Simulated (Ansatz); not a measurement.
A nudged elastic band was laid between two geometries of BClH2O + H2 (7 atoms, charge 0, multiplicity 1).

The calculation used RKS PBE-D4/6-31G* in Ansatz 0.2.0.

| Property | Result |
| --- | --- |
| movable images | 5 |
| climbing image | yes |
| spring | 5.0 eV/Å² |
| optimiser | quadratic models (default) |
| start path | through a guess of the saddle point |
| force threshold | 0.05 eV/Å |
| iteration limit | 60 |
| end points | relaxed |

First end point:

```xyz
7
Properties=species:S:1:pos:R:3
B -0.240 -0.728 -0.008
Cl -0.008 -1.452 1.603
O 0.790 -0.164 -0.683
H 1.631 -0.211 -0.180
H -1.328 -0.739 -0.506
H 0.523 2.240 0.568
H 0.470 2.774 1.093
```

Last end point:

```xyz
7
Properties=species:S:1:pos:R:3
B -0.443 0.487 -0.687
Cl 1.450 0.476 3.035
O 0.521 -0.118 0.076
H 0.944 -0.883 -0.364
H -0.692 0.065 -1.791
H -0.990 1.431 -0.182
H 1.047 0.261 1.799
```

**Question.** What changes between the two ends?

**Answer.** Bonds broken: B1–Cl2, H6–H7. Bonds formed: B1–H6, Cl2–H7. BClH2O + H2 becomes BH3O + ClH.

**Question.** What energy profile does the band end with?

**Answer.** The forces met the threshold. The highest image is number 3 of 0 to 6, 1.66 eV above the first end and 0.85 eV above the last; the last end lies 0.81 eV above the first. A vibrational analysis at the climbing image gives one clearly imaginary mode, 706i cm⁻¹: a first-order saddle point. The orbitals stay closed-shell, which can raise the energy where a bond breaks towards radicals; this wasn't checked here.

| image | path coordinate (Å) | energy (eV) | B1–Cl2 (Å) | H6–H7 (Å) | B1–H6 (Å) |
| --- | --- | --- | --- | --- | --- |
| 0 | 0.00 | 0.00 | 1.78 | 0.75 | 3.12 |
| 1 | 1.19 | 0.02 | 1.78 | 0.75 | 3.04 |
| 2 | 2.38 | 0.53 | 1.82 | 0.76 | 2.06 |
| 3 | 3.57 | 1.66 | 2.21 | 1.00 | 1.32 |
| 4 | 4.97 | 0.98 | 3.45 | 1.95 | 1.21 |
| 5 | 6.36 | 0.89 | 3.67 | 2.66 | 1.20 |
| 6 | 7.76 | 0.81 | 4.18 | 3.07 | 1.20 |

**Question.** What is the geometry of the highest image?

**Answer.** 
```xyz
7
Properties=species:S:1:pos:R:3
B 0.079 0.240 0.028
Cl 0.054 -0.184 2.192
O 1.321 0.052 -0.517
H 1.379 -0.819 -0.952
H -0.975 -0.205 -0.327
H -0.056 1.531 0.282
H 0.035 1.103 1.180
```

**Question.** What are the harmonic wavenumbers there?

**Answer.** 706i, 257, 389, 549, 720, 899, 972, 1054, 1095, 1277, 1385, 1700, 2141, 2659, 3695 cm⁻¹.

Time of the run: 2.2 min on 1 thread of Arm Neoverse V1, with other jobs on the host, peak memory 0.1 GiB.
